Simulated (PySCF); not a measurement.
Structure problem from calculated spectra and properties.

Elements present: C, Cl and H. Monoisotopic mass: 73.9923 u.

| Property | Result |
| --- | --- |
| Rotational structure | rotational constants A, B, C: 33.408, 2.855, 2.679 GHz [PBE0-D3(BJ)/def2-TZVP] |
| Dipole | 1.72 D [B97-2/pcSseg-2] |
| 1H NMR | chemical shifts (computed TMS as zero) by class: 6.32 (1 H), 5.44 (2 H) ppm [GIAO B97-2/pcSseg-2] |
| 13C NMR | chemical shifts (computed TMS as zero) by class: 223.7 (1 C), 100.8 (1 C), 88.4 (1 C) ppm [GIAO B97-2/pcSseg-2] |
| NMR, other nuclei | isotropic shieldings of nuclei other than C and H, by class: 779 (1 Cl) ppm [GIAO B97-2/pcSseg-2] |

Electronic properties: PySCF, gas phase, density fitting. Levels stand in brackets. Geometry: PBE0-D3(BJ)/def2-TZVP; no solvent, vibrations or thermal averaging. Each NMR value is the plain mean over a class of atoms that symmetry, rotation or inversion makes alike.

Task: Which formula fits the mass and the elements?

Result: C3H3Cl (calculated 73.9923). No other formula that holds each of these elements comes within 0.0003 u with a fitting electron parity and a possible valence count.

Task: Propose a structure and show how it fits.

Result: Numbering: `[CH2:1]=[C:2]=[CH:3][Cl:4]`. Its formula, C3H3Cl, gives 2 degrees of unsaturation: 0 rings and 2 π bonds in the structure found. 3 carbons fall into 3 classes; from least to most shielded: central carbon of cumulated double bonds [C2] (223.7 ppm), outer carbon of cumulated double bonds [C3] (100.8 ppm), outer carbon of cumulated double bonds [C1] (88.4 ppm). Hydrogen classes from least to most shielded: 1 H on an outer carbon of cumulated double bonds, C3 (6.32 ppm), 2 H on an outer carbon of cumulated double bonds, C1 (5.44 ppm). The other shieldings belong to: 779 ppm, vinyl chlorine [Cl4]. The optimised geometry has point group Cs and is an asymmetric top. Structure: `C=C=CCl`. Computed isomers that give other values at the same levels: `C#CCCl` (rotational constant A: 24.743 GHz; this holds for the one conformer computed). The assignments are read from this structure; whether some other isomer fits the data as well wasn't checked.
